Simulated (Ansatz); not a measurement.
## Structure relaxation of NaNb₂

Method: Ansatz, DFT PBE, scalar-relativistic, plane waves, PAW. Cutoff 420 eV, Γ-centred k mesh, Gaussian smearing, no spin polarisation in the final step.

The start puts NaNb₂ on the fluorite structure type (Fm-3m, No. 225), with Na in place of Ca, Nb in place of F, at a guessed volume.

```xyz
3
Lattice="0.0000 2.9498 2.9498 2.9498 0.0000 2.9498 2.9498 2.9498 0.0000" Properties=species:S:1:pos:R:3 pbc="T T T"
Na    0.0000    0.0000    0.0000
Nb    1.4749    1.4749    1.4749
Nb    4.4247    4.4247    4.4247
```

Steps on the 6×6×6 mesh (3 atoms). 5 of 5 steps are shown, and the free energy counts from the last. Trial steps that were taken back and renewals of the plane-wave basis can be among the rows.

| step | ΔF (meV/atom) | V (Å³/atom) | P (GPa) |
| --- | --- | --- | --- |
| 1 | 261.0 | 17.11 | 24.23 |
| 2 | 26.0 | 19.77 | 6.05 |
| 3 | 2.2 | 20.84 | 1.31 |
| 4 | 0.8 | 21.17 | 0.06 |
| 5 | 0.0 | 21.17 | 0.11 |

A final relaxation ran on a 12×12×12 mesh. The relaxed crystal, Fm-3m (No. 225):

```
Na Nb
1.0
     0.00000    3.16665    3.16665
     3.16665    0.00000    3.16665
     3.16665    3.16665    0.00000
Na Nb
1 2
Cartesian
  0.0000 0.0000 0.0000
  1.5833 1.5833 1.5833
  4.7500 4.7500 4.7500
```

```yaml
Volume_per_atom: 21.17 Å³
Density: 5.46 g/cm³
Energy_over_the_elements: 1.94 eV/atom
Gap_on_the_12×12×12_mesh: 0 eV (a metal)
```

Energies over the elements count from the elements' standard structures at the same level, with no empirical corrections.

The final run used a 12×12×12 mesh on its 3-atom cell and 0.10 eV smearing. For metals, differences of a few meV/atom aren't resolved.

A structure relaxed within its symmetry needn't be a true minimum.

Cost: 3 runs of about 0.16 core-minutes in all, on Intel Xeon 6975P-C (Granite Rapids) (shared hosts).